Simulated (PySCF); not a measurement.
# Bond length, frequency and bond energy of SiC⁻ by level of theory

State: ²Σ⁺ (doublet), unpaired electrons σ ↑. Set-up: basis Si aug-cc-pV(D+d)Z, C aug-cc-pVDZ; no relativity; PySCF 2.14. De refers to Si⁻ + C in their high-spin ground configurations, without counterpoise correction. The functionals are run spin-unrestricted. A positive dipole points towards C; it is taken about the centre of mass and depends on that origin. Levels whose curve was spin-contaminated or gave no clean fit are not listed.

```csv
Level,Re (Å),ωe (cm⁻¹),De (eV),μ (D)
ROHF,1.647,1159,n/a,-1.85
ROHF-MP2,1.729,915,5.05,n/a
ROHF-SCS-MP2,1.724,931,n/a,n/a
ROHF-CCSD,1.698,1021,4.36,n/a
ROHF-CCSD(T),1.715,973,4.77,n/a
PBE,1.696,1013,5.55,-1.98
r²SCAN,1.684,1036,5.16,-1.72
PBE0,1.679,1046,5.05,-1.88
HSE06,1.680,1042,5.03,-1.90
M06-2X,1.672,1062,5.30,-2.03
```

The bond length runs from 1.647 Å (ROHF) to 1.729 Å (ROHF-MP2). De spans 4.36 eV (ROHF-CCSD, coupled cluster) to 5.55 eV (PBE, GGA).

Correlated steps freeze 6 core orbitals. Correlated levels converge slowly with the basis: in double zeta they bind strong bonds too weakly, by up to about 1 eV, and carry superposition errors of some tenths. For an ion De counts to the pair picked by the measured ionisation energies or electron affinities, which need not be the lowest pair at this level. The highest Kohn–Sham level is positive in this anion. Much of that is self-interaction error, but it also means that the finite basis helps to hold the extra electron. The CCSD T1 diagnostic is raised, a sign that a single reference may not be enough here. UHF is strongly spin-contaminated for SiC⁻, so the ROHF reference used there is far from stable. The state is the lowest determinant that a PBE0 search found; another state may lie lower at other levels.
